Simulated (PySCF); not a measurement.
**H5NF+, an ion with solvent molecules: interaction energy**

One table from this session's results is given with a row withheld; the runs are named, their logs left out.

Programs: PySCF 2.14.0. All values are calculated, for the isolated system unless a continuum is named. Atoms count from 0, parts from 1.

### The system as given

7 atoms, charge 1, multiplicity 1; geometry: GFN2-xTB. Parts: 1 = atoms 0–4, `[NH4+]`, charge 1; 2 = atoms 5–6, `F`, charge 0.

The first run:

Job settings and geometry (Å):

```
{"job": {"xc": "PBE0", "basis": "def2-TZVPD", "d3": "d3bj", "grid": 3, "kind": "geom", "shake": 0.01}, "charge": 1, "multiplicity": 1, "parts": [{"atoms": "0-4", "charge": 1, "multiplicity": 1}, {"atoms": "5-6", "charge": 0, "multiplicity": 1}]}
N     -0.070814    -0.033253     0.114395
H     -0.716762    -0.661266    -0.389115
H      0.056158     0.820638    -0.476793
H     -0.488417     0.272216     0.995647
H      0.813660    -0.486970     0.290824
F      2.334702    -1.267359     0.613715
H      3.166191    -1.700107     0.785436
```

Started as:

```console
$ OMP_NUM_THREADS=1 python cluster_run.py task.json out
```

This one command runs all jobs of the session in turn.

Among the steps run: Optimising the geometry at PBE0-D3(BJ)/def2-TZVPD; Coupled-cluster interaction energy: CCSD(T) and MP2, 1.73 Å; Coupled-cluster interaction energy: CCSD(T) and MP2, 1.82 Å; Coupled-cluster interaction energy: CCSD(T) and MP2, 1.90 Å; Coupled-cluster interaction energy: CCSD(T) and MP2, 1.64 Å; Coupled-cluster interaction energy: CCSD(T) and MP2, 2.16 Å; Coupled-cluster interaction energy: CCSD(T) and MP2, 1.56 Å; Coupled-cluster interaction energy: CCSD(T) and MP2, 2.60 Å; Coupled-cluster interaction energy: CCSD(T) and MP2, 3.46 Å.

One table of the session follows, with a row left open; its other results are not shown here.

It belongs to the step «Coupled-cluster interaction energy: CCSD(T) and MP2, 3.46 Å». 

```
                 method  interaction energy (kcal/mol)
         HF/aug-cc-pVDZ                          -5.21
        MP2/aug-cc-pVDZ                          -4.90
       CCSD/aug-cc-pVDZ                          -4.90
    CCSD(T)/aug-cc-pVDZ                          -4.87
         HF/aug-cc-pVQZ                          -5.21
        MP2/aug-cc-pVQZ                          -4.96
    SCS-MP2/aug-cc-pVQZ                          -4.93
      MP2, extrapolated                          -4.98
CCSD(T), limit estimate                              ?
```

**Question.** Estimate the row for CCSD(T), limit estimate.

**Answer.** interaction energy (kcal/mol): -4.94. In the column «interaction energy (kcal/mol)» it lies between MP2/aug-cc-pVQZ (-4.96) and SCS-MP2/aug-cc-pVQZ (-4.93).
